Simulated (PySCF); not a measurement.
Species: C5H5F.
Numbering: `[CH:1]#[C:2][CH2:3]/[CH:4]=[CH:5]\[F:6]` (hydrogens: H7 on C1; H8, H9 on C3; H10 on C4; H11 on C5)

Structure used (GFN2-xTB), in Å, numbered top down from 1:
```xyz
11
C5H5F angstrom
C      2.4308    0.8596    0.5095
C      1.5277    0.2176    0.0588
C      0.4110   -0.5472   -0.4656
C     -0.8071   -0.3468    0.3871
C     -1.9598    0.1142   -0.0585
F     -2.1559    0.4371   -1.3510
H      3.2324    1.4195    0.8888
H      0.6839   -1.6082   -0.4708
H      0.2075   -0.2329   -1.4922
H     -0.7154   -0.5830    1.4359
H     -2.8497    0.2727    0.5319
```

Level of theory: TDDFT CAM-B3LYP/def2-SVPD, vertical, gas phase, core orbitals frozen in the response in PySCF 2.14.0, density-fitted response routines.

Kohn–Sham orbitals with the atoms that hold most of them (Löwdin shares over 4%, at most four atoms; ? is withheld):

| orbital | ε (eV) | atoms |
| --- | --- | --- |
| HOMO-3 | -12.45 | F6 45%, C5 20%, H11 13%, C4 10% |
| HOMO-2 | -9.52 | C1 30%, C2 30%, C4 12%, C3 9% |
| HOMO-1 | -9.32 | ? |
| HOMO | -8.95 | C4 28%, C5 25%, C1 12%, C2 12% |
| LUMO | 1.22 | ? |
| LUMO+1 | 1.35 | C5 28%, C4 21%, C1 9%, F6 8% |
| LUMO+2 | 1.99 | C1 20%, C5 19%, H11 18%, F6 9% |

(1) Which atoms hold the LUMO, and with what shares?

(2) Give the leading atoms of the HOMO-1.

(3) How does S1 compare with the orbital gap of 10.17 eV?

Answers

(1) C5 (bonded to C, F and H) 24%; C4 (bonded to 2 C and H) 17%; C3 (bonded to 2 C and 2 H) 12%; C1 (bonded to C and H) 11%.

(2) C1 (bonded to C and H) 42%; C2 (bonded to 2 C) 40%; C3 (bonded to 2 C and 2 H) 7%; H7 (bonded to C) 4%. By element: carbon 89% or more, hydrogen 4% or more.

(3) S1 is at 6.64 eV (f = 0.0017), 3.53 eV below the gap, made of HOMO-1→LUMO+5 (30%), HOMO-1→LUMO (17%). 

Next come S2 at 6.89 eV (f 0.026), HOMO-1→LUMO+5 (16%), HOMO-1→LUMO+3 (13%), HOMO→LUMO (11%); S3 at 6.95 eV (f 0.0009), HOMO-2→LUMO+3 (15%), HOMO-1→LUMO+4 (13%), HOMO-2→LUMO+4 (11%); S4 at 7.10 eV (f 0.021), HOMO→LUMO+1 (53%), HOMO→LUMO (30%); S5 at 7.56 eV (f 0.345), HOMO→LUMO (48%), HOMO→LUMO+1 (19%), HOMO-2→LUMO+1 (9%).

One conformer stands for the species.
